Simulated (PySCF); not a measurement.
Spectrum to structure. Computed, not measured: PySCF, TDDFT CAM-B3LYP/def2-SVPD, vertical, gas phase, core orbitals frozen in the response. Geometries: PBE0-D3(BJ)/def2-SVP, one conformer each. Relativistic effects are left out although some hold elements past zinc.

```tsv
state	E (eV)	f	main configurations (H = HOMO, L = LUMO)
S1	7.12	0.042	H→L+1 (69%), H→L (21%)
S2	7.24	0.195	H→L (59%), H→L+2 (19%), H→L+1 (11%)
S3	7.49	0.276	H→L+2 (56%), H→L (15%), H→L+1 (11%)
S4	7.53	0.026	H→L+3 (86%)
S5	7.76	0.130	H-1→L+1 (78%)
S6	7.99	0.018	H→L+5 (77%), H→L+4 (10%)
S7	8.07	0.076	H-1→L (78%)
S8	8.28	0.011	H→L+6 (32%), H→L+7 (24%), H→L+8 (23%)
S9	8.34	0.120	H-1→L+2 (42%), H-2→L+1 (17%)
S10	8.36	0.068	H-2→L+1 (29%), H-2→L (27%), H-1→L+2 (19%)
```

**Question.** Which candidate is it?
A. `CC[CH2][GeH2][GeH3]`
B. `CCSCC`
C. `C1COC1`

**Answer.** A. Its S1, at 7.12 eV, is the highest among the candidates; the nearest of the others has S1 at 6.86 eV. S1 is HOMO→LUMO+1 (69%), HOMO→LUMO (21%). Löwdin shares by element: HOMO germanium 61%, carbon 12% or more, hydrogen 5% or more (atoms not listed hold the other 22%); LUMO germanium 54%, hydrogen 21% or more (atoms not listed hold the other 26%). At the same level the other candidates give, for their lowest levels:
- `CCSCC`: 5.60 eV (f 0.000); 6.12 eV (f 0.046); 6.43 eV (f 0.010); 6.88 eV (f 0.026); 7.28 eV (f 0.005); T1 5.19 eV; HOMO -7.62, LUMO 1.24 eV
- `C1COC1`: 6.86 eV (f 0.008); 7.30 eV (f 0.009); 7.57 eV (f 0.000); 8.01 eV (f 0.005); 8.60 eV (f 0.014); T1 6.61 eV; HOMO -8.66, LUMO 1.42 eV

Shape of the structure used: `[CH3:1][CH2:2][CH2:3][GeH2:4][GeH3:5]`: C1–C2–C3–Ge4 180°, C2–C3–Ge4–Ge5 -60°.
Triplets come from the Tamm–Dancoff approximation.
